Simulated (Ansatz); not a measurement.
Geometry optimisation, Ansatz 0.2.0, RKS B3LYP-D4/6-31G*.

input.yaml

```yaml
crystal:
  periodic: [false, false, false]
  atoms:
    - { symbol: B, position_ang: [0.059679, -0.570641, -0.376344] }
    - { symbol: H, position_ang: [-0.258154, 0.188151, 1.877063] }
    - { symbol: H, position_ang: [1.015781, 0.142701, -0.397374] }
    - { symbol: C, position_ang: [-1.364743, -0.091277, -0.806373] }
    - { symbol: H, position_ang: [-2.178111, -0.787155, -0.575914] }
    - { symbol: H, position_ang: [-1.603716, 0.88807, -0.373256] }
    - { symbol: H, position_ang: [-1.353534, 0.058358, -1.896913] }
    - { symbol: S, position_ang: [0.4879, -2.323346, 0.06811] }
    - { symbol: H, position_ang: [-0.756332, -2.850612, 0.015283] }
    - { symbol: H, position_ang: [-0.05937, -0.491448, 1.848318] }
basis:
  gaussian: { orbitals: "6-31G*" }
hamiltonian:
  xc: b3lyp
  dispersion: d4
relax:
  f_tol: 0.03
  max_steps: 50
output:
  orbitals: {}
```

Launched with:

```bash
$ ansatz run input.yaml --threads 1 --pin off --max-ram 2048MiB --backend cpu --events-out ev --progress --plain --runs-dir out
```

**Question.** Where does it end, and by what steps?

**Answer.** It converged. The force dipped under the threshold on the way, but the program's further checks kept it going. After 13 steps the energy has fallen by 0.252 eV; H2 moved furthest, 0.94 Å.

```csv
step,energy less start (eV),largest force component (eV/Å),accepted
0,0.0000,1.488,yes
1,-0.1514,0.561,yes
2,-0.2092,0.334,yes
3,-0.2257,0.254,yes
4,-0.2437,0.321,yes
5,-0.2457,0.288,yes
6,-0.2368,0.389,no
7,-0.2509,0.071,yes
8,-0.2518,0.026,yes
9,-0.2518,0.075,no
10,-0.2520,0.020,yes
11,-0.2520,0.122,no
12,-0.2523,0.016,yes
13,-0.2523,0.023,yes
```

```xyz
10
Properties=species:S:1:pos:R:3
B 0.080 -0.713 -0.683
H -0.291 0.457 2.774
H 1.049 -0.025 -0.818
C -1.359 -0.168 -0.972
H -2.169 -0.893 -0.842
H -1.560 0.692 -0.317
H -1.409 0.228 -1.997
S 0.473 -2.376 -0.129
H -0.778 -2.889 -0.053
H -0.046 -0.150 2.421
```

Whether the end is a true minimum wasn't checked by a vibrational analysis.

Time of the run: 39 s on 1 thread of Arm Neoverse V1, with other jobs on the host, peak memory 0.13 GiB.
